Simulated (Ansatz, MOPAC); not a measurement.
Molecule: C2H3O, charge 1, multiplicity 1. SMILES: C=C=[OH+]

Atoms: C1, C2, H3, H4, O5, H6. Bonds: C1-C2, C1-H3, C1-H4, C2-O5, O5-H6.

Bond lengths (Å) and angles (degrees) optimised at PM6 with MOPAC; PM7 with MOPAC; HF/3-21G with Ansatz (a quantum-chemistry and plane-wave program); MP2/6-31G* with Ansatz, each started from the B3LYP-D3(BJ)/def2-TZVP structure (Ansatz) of the last column. A row stands for all coordinates that are equal there; 7 of 8 kinds are shown. 6-31G* holds six Cartesian d functions. No wavenumbers were computed at MP2/6-31G*, so these may be saddle points.

| coordinate | PM6 | PM7 | HF/3-21G | MP2/6-31G* | B3LYP-D3(BJ)/def2-TZVP |
|---|---|---|---|---|---|
| C1-C2 | 1.318 | 1.317 | 1.266 | 1.286 | 1.271 |
| C1-H3 | 1.106 | 1.104 | 1.079 | 1.091 | 1.090 |
| C2-O5 | 1.238 | 1.239 | 1.227 | 1.236 | 1.223 |
| O5-H6 | 1.068 | 1.061 | 0.989 | 0.998 | 0.988 |
| C1-C2-O5 | 172.3 | 171.4 | 177.4 | 174.3 | 174.1 |
| C2-C1-H3 | 123.8 | 124.2 | 120.3 | 119.8 | 120.1 |
| C2-O5-H6 | 114.1 | 114.1 | 123.1 | 115.6 | 117.0 |

Mean signed difference of all 5 bond lengths from B3LYP-D3(BJ)/def2-TZVP: PM6 0.035 Å, PM7 0.033 Å, HF/3-21G -0.004 Å, MP2/6-31G* 0.008 Å.
